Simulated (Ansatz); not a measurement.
`NC(N)(F)F` → `F[C]F` + `NN` at 500 K and 1 bar (formal loss of a carbene).

Calculated with Ansatz (gas phase, PBE0-D4/def2-TZVP geometries, no zero-point term in ΔE). CCSD(T)/CBS is the MP2 limit (def2-TZVPP, def2-QZVPP) plus CCSD(T) − MP2 in def2-TZVPP, frozen cores. This one scheme is used for every species. Each species was taken in one conformer, which may not be the lowest.

| species | CCSD(T)/CBS energy (Eh) | H − E (kJ/mol) | S (J/(mol·K)) |
| --- | --- | --- | --- |
| `NC(N)(F)F` | -349.46459 | 212.7 | 345.5 |
| `F[C]F` | -237.54028 | 37.4 | 262.4 |
| `NN` | -111.76471 | 163.1 | 257.7 |

H − E and S are ideal-gas, rigid-rotor, harmonic terms from PBE0-D4/def2-TZVP, for one conformer and one mirror image of each species. 1 Eh = 2625.50 kJ/mol, R = 8.31446 J/(mol·K).

By hand: ΔE, ΔH, ΔS and ΔG.

ΔE = (-237.54028) + (-111.76471) − (-349.46459) = 0.15960 Eh = 419.0 kJ/mol. Δ(H − E) = 37.4 + 163.1 − 212.7 = -12.2, so ΔH = 406.8 kJ/mol. ΔS = 262.4 + 257.7 − 345.5 = 174.6 J/(mol·K). ΔG = 406.8 − 500 × (174.6)/1000 = 319.5 kJ/mol.

By hand: the equilibrium constant, and the temperature at which ΔG would vanish if ΔH and ΔS stayed fixed.

log₁₀ K = −ΔG/(RT ln 10) = -33.4. ΔG = 0 at ΔH/ΔS = 2330 K.

The number of gas molecules changes by +1, which sets the sign of ΔS. A doubt of 5 kJ/mol in ΔE shifts log₁₀ K by 0.5 here. Other conformers and mirror images would add mixing entropy, several J/(mol·K) or more a flexible species. These are equilibria of isolated gas molecules and say nothing of rates. Largest T1 diagnostic: 0.017 (customary marks: 0.02 for closed shells, 0.045 for open ones).
